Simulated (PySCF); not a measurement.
ethane (C2H6), SMILES CC. Atoms are numbered in the order given.

```xyz
8

C      0.0000     0.0000    -0.7616
C      0.0000     0.0000     0.7616
H     -0.8813    -0.5088    -1.1594
H      0.8813    -0.5088    -1.1594
H      0.0000     1.0177    -1.1594
H     -0.8813     0.5088     1.1594
H      0.8813     0.5088     1.1594
H      0.0000    -1.0177     1.1594
```
Charge 0, spin multiplicity 1.

The structure is a stationary point at r2SCAN-D4/def2-TZVP.

Two levels are set side by side: PBE/pcJ-1 (PySCF) and B3LYP/pcJ-1 (PySCF). One-bond couplings, all four terms, same geometry. Isotopes: 13C, 1H. Differences are taken from unrounded values.

```json
[
 {"quantity": "¹J(C1,C2) (Hz)", "PBE": "30.7"},
 {"quantity": "¹J(C1,H3) (Hz)", "PBE": "120.1"},
 {"quantity": "¹J(C1,H4) (Hz)", "PBE": "120.1"},
 {"quantity": "¹J(C1,H5) (Hz)", "PBE": "120.1"},
 {"quantity": "¹J(C2,H6) (Hz)", "PBE": "120.1"},
 {"quantity": "¹J(C2,H7) (Hz)", "PBE": "120.1"},
 {"quantity": "¹J(C2,H8) (Hz)", "PBE": "120.1"}
]
```

These are the PBE values. What does B3LYP give? (An estimate is asked for; the answer gives what the named calculation found.)


```
quantity        B3LYP  PBE minus B3LYP
--------------  -----  ---------------
¹J(C1,C2) (Hz)   37.1             -6.4
¹J(C1,H3) (Hz)  131.4            -11.3
¹J(C1,H4) (Hz)  131.4            -11.3
¹J(C1,H5) (Hz)  131.4            -11.3
¹J(C2,H6) (Hz)  131.4            -11.3
¹J(C2,H7) (Hz)  131.4            -11.3
¹J(C2,H8) (Hz)  131.4            -11.3
```

Rough cost on one machine, each run with all the roots and properties that it gave: B3LYP against PBE within a factor of 2.
